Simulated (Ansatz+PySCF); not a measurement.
A calculation with Ansatz (development build ahead of 0.2.0).

```yaml
crystal:
  periodic: [false, false, false]
  atoms:
    - { symbol: Si, position_ang: [0.0, 0.0, 0.0] }
    - { symbol: H, position_ang: [0.79292, 0.79292, 0.79292] }
    - { symbol: H, position_ang: [0.79292, -0.79292, -0.79292] }
    - { symbol: H, position_ang: [-0.79292, 0.79292, -0.79292] }
    - { symbol: H, position_ang: [-0.79292, -0.79292, 0.79292] }
basis:
  gaussian: { orbitals: def2-SVP }
hamiltonian:
  xc: hf
correlation:
  method: ccsd_t
  frozen_orbitals: { H: 0, Si: 5 }
```

The input is written out in the form of the current development build from the run's settings.

The run gave:

```
Converged                                                          : yes
Reference energy                                                   : -291.13345 hartree
CCSD correlation energy                                            : -0.14570 hartree
Triples correction                                                 : -0.00219 hartree
Total energy                                                       : -291.28134 hartree
Spin squared of the determinant                                    : 0.000
Stability test                                                     : minimum among restricted orbitals
Largest doubles amplitude                                          : 0.03
Occupied orbitals by symmetry in an Abelian subgroup (alpha; beta) : 5 A1 2 B1 2 B2; 5 A1 2 B1 2 B2
```
